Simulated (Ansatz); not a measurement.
Basis-set extrapolation for `C1C[C@@H]2C[C@@H]2C1` (PBE0-D4/def2-TZVP geometry, frozen core, Ansatz). Multiplicity 1, RHF reference.

```tsv
	def2-TZVPP	def2-QZVPP
HF	-233.083479	-233.093886
MP2 correlation	-1.016237	-1.078563
CCSD(T) correlation	-1.110893	not run
```

Energies in hartree. Use E(X) = E(∞) + A·exp(−7.88·√X) for Hartree–Fock and E(X) = E(∞) + B·X^(−2.97) for correlation, with X = 3 and 4, and add CCSD(T) minus MP2 of the smaller set to the MP2 limit.

Task: What is the CCSD(T) energy at the basis-set limit?

Result: HF limit: -233.093886 + (-0.010407) × 0.13774 = -233.09532. MP2 limit: -1.078563 + (-0.062326) × 0.74074 = -1.12473. Higher-order term: -1.110893 − (-1.016237) = -0.09466. Total: -234.31471 hartree, 3.27 eV below CCSD(T)/def2-TZVPP.
